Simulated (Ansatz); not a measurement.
SbH₂⁺, singlet: the ladder up to full CI

Geometry: a point of a bend scan, not a stationary point.

```xyz
3

Sb    0.0000    0.0000    0.0000
H     0.0000    0.0000    1.7085
H     0.0000    0.0000   -1.7085
```

Basis def2-SVP with its core potentials; Ansatz 0.2.0. Correlated methods freeze the noble-gas cores and the filled d shells of p-block atoms, which leaves 6 electrons in 27 orbitals. R marks a restricted (for open shells ROHF) determinant, U an unrestricted one. Active spaces: pair = (2e, 2o) about the gap; valence = (6e, 6o) chosen from the atoms' valence shells. No spin–orbit coupling is included; scalar relativity enters through the core potentials alone.

Full CI is exact within this basis and frozen core; it isn't the basis-set limit. The frozen core follows each run's orbitals, which can shift R against U totals by a few meV for light atoms and by up to 0.1 eV past Ca.

The determinant fills πx and πy unequally, so it is a mixture of Σ and Δ, which weighs on every level built on one determinant.

- UHF ⟨S²⟩: 1.013
- T1 diagnostic (RCCSD): 0.0134
- largest doubles amplitude (RCCSD): 0.495

| level | E − E(full CI) (kJ/mol) | share of correlation (%) | wall time |
| --- | --- | --- | --- |
| RHF | 328.9 | 0.00 | – |
| RMP2 | 112.6 | 65.76 | – |
| CISD | 52.6 | 84.01 | 2.5 s |
| RCCSD | 28.6 | 91.30 | – |
| RCCSD(T) | 10.7 | 96.74 | 4.2 s |
| BCCD(T) | 10.8 | 96.73 | 5.5 s |
| RCCSDT* | 1.2 | 99.64 | – |
| RCCSDT(Q)* | -0.5 | 100.16 | 7.6 s |
| RCCSDTQ* | 0.0 | 100.00 | 41 s |
| CASSCF (valence space) | 169.9 | 48.34 | – |
| NEVPT2 (valence space) | 40.8 | 87.59 | 4.1 s |
| MRCISD (valence space) | 5.1 | 98.44 | – |
| MRCISD+Q (valence space) | -2.8 | 100.85 | 7 s |
| MRCISD+Q(relaxed) (valence space) | -3.3 | 101.01 | 7 s |

An asterisk marks runs whose energy the program itself flagged as in doubt.

The correlation energy at full CI, counted from RHF, is -3.409 eV. That run took 18 s on 1 thread of Intel Xeon, shared host over 1,079,329 determinants.

Run but not shown, since their state or frozen core can't be matched to the reference's or they repeat it: UHF, UMP2, UCCSD, UCCSD(T), UCCSDT, UCCSDT(Q), CASSCF (pair space), NEVPT2 (pair space), MRCISD (pair space), MRCISD+Q (pair space).

Times hold each run's SCF and search for its determinant on a shared host, so for small cases they say little of a method's own cost; they ran on 1 thread of Intel Xeon.

Not variational, and here over 5 meV under the exact energy: RCCSDT(Q), MRCISD+Q (valence space), MRCISD+Q(relaxed) (valence space).

Unrestricted levels hold only the spin's projection, and here they fall towards a lower state of higher spin.

The full-CI state has the irrep Ag of D2h, in the program's axes (one component, if the state is degenerate).

Natural occupations of full CI about the gap: 1.960 1.911 1.002 0.957 0.087 0.016 0.013 0.013 0.010 0.010; effectively unpaired electrons, Σ n²(2−n)², 2.06. No single determinant describes this state well, so single-reference rows can miss without a flag.
